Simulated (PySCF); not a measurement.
Simulated C 1s region for `C1=CCC=CC1` (1,4-cyclohexadiene), binding energy against the vacuum level.

Every computed line was given a Gaussian of 0.4 eV full width at half maximum and an area set by the number of equivalent atoms; the highest printed point is 100. Computed, not measured: PySCF, delta-SCF UKS SCAN, pcX-2 on the ionised atom, pcseg-1 elsewhere, spin-free X2C.

binding energy (eV), intensity and a bar:
```
    289.6          1 
    289.7          4 #
    289.8         15 #####
    289.9         41 ############
    290.0         76 #######################
    290.1        100 ##############################
    290.2         94 ############################
    290.3         63 ###################
    290.4         35 ###########
    290.5         28 ########
    290.6         38 ###########
    290.7         50 ###############
    290.8         48 ##############
    290.9         33 ##########
    291.0         16 #####
    291.1          5 ##
    291.2          1 
    291.3          0
```

**Question.** Count the maxima, the lines and the sites behind this envelope.

**Answer.** The curve has 2 maxima (at 290.1 and 290.7 eV). Under it lie 2 lines from 2 inequivalent carbon sites.

**Question.** Decompose the envelope and assign each component. Numbering: `[CH:1]1=[CH:2][CH2:3][CH:4]=[CH:5][CH2:6]1`.

**Answer.** 
```json
{"position (eV)": "290.13", "relative area": "4", "line": "C 1s", "atoms": "C1/C2/C4/C5", "environment": "alkene CH carbon"}
{"position (eV)": "290.74", "relative area": "2", "line": "C 1s", "atoms": "C3/C6", "environment": "allylic carbon"}
```

The listed C 1s values span 0.61 eV, from C1/C2/C4/C5 (bonded to C (double bond), C and H) to C3/C6 (bonded to 2 C and 2 H). Summing the Pauling electronegativity differences to the bonded atoms, each weighted by its formal bond order, gives -0.35 for the lowest site and -0.70 for the highest; the largest sum, -0.35, belongs to C1/C2/C4/C5, 0.61 eV below the top. The smallest sum, -0.70, belongs to C3/C6, 0.61 eV above the lowest.

Shake-up satellites, vibrational structure and lifetime widths aren't simulated. The first atom of each set that the bonding makes equivalent was ionised and stands for the set. Geometry: PBE0-D3(BJ)/def2-SVP; no solvent, vibrations or thermal averaging.

Time: 15 s of wall time. Hardware: one thread of an Arm Neoverse V2, on a shared host.
